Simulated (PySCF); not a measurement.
**BH₃ + 2 Cl₂ → BCl + 3 HCl**

Level: B3LYP in the def2-TZVP basis family, all electrons, no relativity, computed in PySCF with density fitting; open shells unrestricted.

```csv
species,state and structure,E (Eh),ZPE (kJ/mol),H(298 K) − H(0) (kJ/mol),S° (J/(mol K))
BH₃,"singlet, D3h, B–H 1.189 Å (×3)",-26.62383,68.9,10.1,188.3
Cl₂,"singlet, D∞h, Cl–Cl 2.014 Å",-920.42200,3.2,9.2,223.0
BCl,"singlet, C∞v, B–Cl 1.722 Å",-485.02104,4.9,8.9,213.3
HCl,"singlet, C∞v, H–Cl 1.282 Å",-460.83511,17.6,8.7,186.7
```

Question: What is the electronic reaction energy?

Answer: At B3LYP/def2-TZVP, ΔE = -153.7 kJ/mol from the differences of the total energies times 2625.5, downhill. 

Question: Add zero-point, thermal and entropy terms for 298.15 K and 1 bar.

Answer: ΔZPE = -17.6 and Δ[H(298) − H(0)] = 6.5 kJ/mol give ΔH° = -164.8 kJ/mol. ΔS° = 139.1 J/(mol K), so ΔG° = -164.8 − 298.15 × (0.1391) = -206 kJ/mol.

Only the bonding shown was studied: isomers, or loss of a ligand pair, can lie lower.
